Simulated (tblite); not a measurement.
`C=NC[O]` [radical] (doublet state). Structure optimised with GFN2-xTB, isolated species. This method treats the open shell by occupation alone, without spin polarisation.

```
atom  x, y, z in Å
C1     1.2947    0.1719   -0.2936
N2     0.4163   -0.5513    0.2194
C3    -0.9858   -0.2011    0.2369
O4    -1.4368    0.5062   -0.7465
H5     2.3094   -0.1936   -0.3508
H6     1.0858    1.1684   -0.6898
H7    -1.1469    0.2835    1.2318
H8    -1.5276   -1.1746    0.3679
```

**Question.** Which two atoms are farthest apart?

**Answer.** H5···H8, 4.03 Å; the next longest distance is 3.83 Å.

**Question.** Work out the bond lengths C1=N2, C1–H5, C1–H6, N2–C3, C3–O4, C3–H7, C3–H8 in bohr.

**Answer.** For C1=N2 the difference vector is (-0.8784, -0.7232, 0.5130) Å, of length 1.2481 Å. 1 bohr = 0.529177 Å. C1=N2 2.359; C1–H5 2.041; C1–H6 2.065; N2–C3 2.731; C3–O4 2.443; C3–H7 2.113; C3–H8 2.120 bohr.

**Question.** Give the dihedral angles H5–C1–N2–C3, C1–N2–C3–O4, C1–N2–C3–H7, H6–C1–N2–C3, C1–N2–C3–H8.

**Answer.** H5–C1–N2–C3 -174° (antiperiplanar); C1–N2–C3–O4 31° (synclinal); C1–N2–C3–H7 -95° (anticlinal); H6–C1–N2–C3 6° (synperiplanar); C1–N2–C3–H8 158° (antiperiplanar). Dihedral signs follow IUPAC: positive where, seen along the central bond, the front bond turns clockwise onto the rear one.

**Question.** What are the angles N2–C1–H6, H5–C1–H6, C1–N2–C3, N2–C3–H8, O4–C3–H7, H7–C3–H8?

**Answer.** From the scalar product of the two bond vectors; for N2–C1–H6 it is -0.7404 Å² over 1.2481 × 1.0925 Å², cos θ = -0.5430. N2–C1–H6 122.9°; H5–C1–H6 118.0°; C1–N2–C3 123.2°; N2–C3–H8 105.1°; O4–C3–H7 112.9°; H7–C3–H8 101.7°.

**Question.** What is the repulsion energy of the bare nuclei, Σ ZA·ZB/RAB?

**Answer.** 113.76 Eh over 28 pairs, with full nuclear charges and distances in bohr; the largest single term is 19.65 Eh (C3 with O4).

**Question.** Where is the centre of mass (commonest isotopes), and what is the radius of gyration?

**Answer.** Mass 58.029 u; centre at (-0.219, 0.002, -0.155) Å; Rg = √(Σ m r²/M) = 1.306 Å. As Ia + Ib + Ic = 2 Σ m r², the three principal moments sum to 197.9 u·Å².

**Question.** How far are the heavy atoms from their best plane (unweighted least squares)?

**Answer.** 0.095 Å rms; C1 0.06, N2 0.12, C3 0.12, O4 0.06 Å (magnitudes).

**Question.** Write the matrix of distances between heavy atoms (Å, lower triangle).

**Answer.** 
```
C1    0.000
N2    1.248  0.000
C3    2.371  1.445  0.000
O4    2.789  2.342  1.293  0.000
```

Its GFN2-xTB frequencies are all real (lowest 190 cm⁻¹).

Time: 0.51 s of wall time. Hardware: an Intel Xeon at 2.50 GHz with one thread, on a shared host. These figures are those of the optimisation.

One conformer stands for the species.

The numbers are calculated, not measured.
